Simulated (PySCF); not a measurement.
Record of a relaxation.

Compound: 3-oxetanone, C3H4O2.
Numbering: `[O:1]=[C:2]1[CH2:3][O:4][CH2:5]1` (hydrogens: H6, H7 on C3; H8, H9 on C5)

Method: PySCF 2.14.0, PBE0-D3(BJ)/def2-SVP geometry optimisation, gas phase; density fitting, grid level 1; the optimiser is geomeTRIC in internal coordinates, started from an MMFF94s structure. The frame can shift and turn from step to step; on so coarse a grid that alone can change the energy by a few meV, and forces under 0.02 eV/Å are noise.

Step 0: E = -7255.2326 eV, largest atomic force 2.064 eV/Å
```
atom  x, y, z in Å  |  force x, y, z in eV/Å
O1     -0.651    1.159    1.568    0.592  -1.042  -1.424
C2     -0.268    0.476    0.644   -0.654   1.162   1.575
C3      0.976    0.431   -0.236   -1.171  -1.024  -0.212
O4      0.389   -0.692   -0.936   -0.118   0.223   0.300
C5     -0.820   -0.709   -0.139    1.399   0.608  -0.345
H6      1.897    0.160    0.283    0.419   0.043   0.187
H7      1.112    1.298   -0.884    0.181   0.389  -0.167
H8     -0.925   -1.631    0.434   -0.205  -0.352   0.221
H9     -1.710   -0.493   -0.733   -0.443  -0.007  -0.134
```

Step 1: E = -7255.0350 eV, largest atomic force 2.045 eV/Å
```
atom  x, y, z in Å  |  force x, y, z in eV/Å
O1      0.757    1.589    1.013   -1.092   0.450   1.167
C2      0.226    0.665    0.487    1.635  -0.129  -1.222
C3      0.799   -0.135   -0.664   -0.237   0.292   0.448
O4     -0.363   -0.956   -0.673   -0.032   0.044   0.055
C5     -0.994   -0.260    0.418   -0.179  -0.651  -0.512
H6      1.750   -0.620   -0.372   -0.115  -0.276  -0.245
H7      0.962    0.510   -1.548   -0.085  -0.327  -0.199
H8     -1.177   -0.958    1.254    0.057   0.294   0.261
H9     -1.959    0.164    0.086    0.047   0.304   0.248
```

Step 2: E = -7255.2279 eV, largest atomic force 0.659 eV/Å
```
atom  x, y, z in Å  |  force x, y, z in eV/Å
O1      0.659    1.611    1.100   -0.417  -0.187   0.110
C2      0.253    0.677    0.480    0.149  -0.189  -0.285
C3      0.800   -0.147   -0.676    0.299   0.509   0.292
O4     -0.363   -0.960   -0.678    0.286   0.257   0.047
C5     -0.970   -0.253    0.408   -0.256  -0.435  -0.250
H6      1.744   -0.654   -0.403   -0.058  -0.214  -0.209
H7      0.957    0.475   -1.577   -0.035  -0.251  -0.176
H8     -1.148   -0.936    1.258    0.014   0.260   0.232
H9     -1.931    0.188    0.088    0.018   0.250   0.239
```

Step 3: E = -7255.2912 eV, largest atomic force 0.501 eV/Å
```
atom  x, y, z in Å  |  force x, y, z in eV/Å
O1      0.566    1.593    1.146    0.067   0.059   0.018
C2      0.241    0.666    0.476   -0.128   0.063   0.144
C3      0.827   -0.133   -0.681    0.068   0.159   0.107
O4     -0.332   -0.946   -0.685   -0.415  -0.280   0.004
C5     -0.971   -0.263    0.399    0.353   0.004  -0.235
H6      1.756   -0.684   -0.444    0.002   0.016  -0.015
H7      0.972    0.440   -1.616    0.019  -0.009   0.010
H8     -1.137   -0.898    1.288    0.017  -0.006  -0.016
H9     -1.922    0.226    0.118    0.017  -0.008  -0.016
```

Step 4: E = -7255.2963 eV, largest atomic force 0.137 eV/Å
```
atom  x, y, z in Å  |  force x, y, z in eV/Å
O1      0.568    1.596    1.147    0.020   0.029   0.020
C2      0.239    0.668    0.480   -0.076  -0.068  -0.013
C3      0.823   -0.133   -0.678    0.099   0.048  -0.023
O4     -0.339   -0.953   -0.688   -0.112   0.007   0.078
C5     -0.966   -0.264    0.394    0.084  -0.010  -0.068
H6      1.752   -0.683   -0.443    0.000   0.005  -0.004
H7      0.970    0.439   -1.613    0.006  -0.004   0.004
H8     -1.131   -0.897    1.285   -0.008  -0.006   0.006
H9     -1.916    0.226    0.115   -0.012  -0.003   0.001
```

Step 5: E = -7255.2966 eV, largest atomic force 0.031 eV/Å
```
atom  x, y, z in Å  |  force x, y, z in eV/Å
O1      0.568    1.596    1.147    0.001  -0.003   0.001
C2      0.238    0.668    0.480   -0.023  -0.009   0.009
C3      0.823   -0.132   -0.678    0.026   0.011  -0.009
O4     -0.341   -0.953   -0.687   -0.003   0.006   0.004
C5     -0.966   -0.264    0.394    0.024   0.000  -0.019
H6      1.753   -0.683   -0.443   -0.006  -0.003   0.002
H7      0.971    0.439   -1.613   -0.006  -0.004   0.001
H8     -1.131   -0.897    1.285   -0.006   0.002   0.006
H9     -1.916    0.226    0.115   -0.007   0.001   0.006
```

Step 6: E = -7255.2966 eV, largest atomic force under 0.02 eV/Å
```
atom  x, y, z in Å  |  force x, y, z in eV/Å
O1      0.568    1.596    1.147   -0.002  -0.004   0.002
C2      0.238    0.668    0.480   -0.001   0.002   0.004
C3      0.824   -0.132   -0.678    0.006   0.000  -0.005
O4     -0.341   -0.953   -0.687    0.002   0.003  -0.003
C5     -0.965   -0.264    0.394    0.004   0.000  -0.004
H6      1.753   -0.683   -0.443   -0.002  -0.001   0.003
H7      0.972    0.439   -1.613   -0.002   0.001   0.001
H8     -1.131   -0.897    1.285   -0.002   0.000   0.001
H9     -1.916    0.226    0.116   -0.002  -0.001   0.002
```

Problem. Summarise the path.

Solution. The energy falls by 6.18 kJ/mol from step 0 to step 6; nine tenths of that is first reached at step 3. It rises by more than 0.2 meV at step 1. The largest force goes from 2.064 to under 0.02 eV/Å. Among the bonds O4–C5 changes most (a near tie, within 0.001 Å, with another), from 1.449 to 1.425 Å; the atoms move by 0.015 Å rms after alignment.

Problem. Follow the three bonds and two angles with the largest change from start to end.

Solution. 
| step | E above end (kJ/mol) | largest force (eV/Å) | O4–C5 (Å) | C3–O4 (Å) | O1=C2 (Å) | H6–C3–H7 (°) | H8–C5–H9 (°) |
| --- | --- | --- | --- | --- | --- | --- | --- |
| 0 | 6.18 | 2.064 | 1.449 | 1.449 | 1.212 | 112.0 | 112.0 |
| 1 | 25.25 | 2.045 | 1.440 | 1.422 | 1.189 | 109.8 | 109.0 |
| 2 | 6.63 | 0.659 | 1.432 | 1.418 | 1.192 | 109.7 | 109.3 |
| 3 | 0.53 | 0.501 | 1.432 | 1.415 | 1.189 | 109.2 | 109.3 |
| 4 | 0.04 | 0.137 | 1.428 | 1.422 | 1.190 | 109.0 | 109.2 |
| 5 | 0.00 | 0.031 | 1.426 | 1.425 | 1.190 | 108.9 | 109.2 |
| 6 | 0.00 | under 0.02 | 1.425 | 1.425 | 1.190 | 109.0 | 109.1 |

What follows is the cost of the whole optimisation. Hardware: Arm Neoverse V1, one thread, shared host. Cost: 18 s of wall time, 0.38 GiB resident at most.
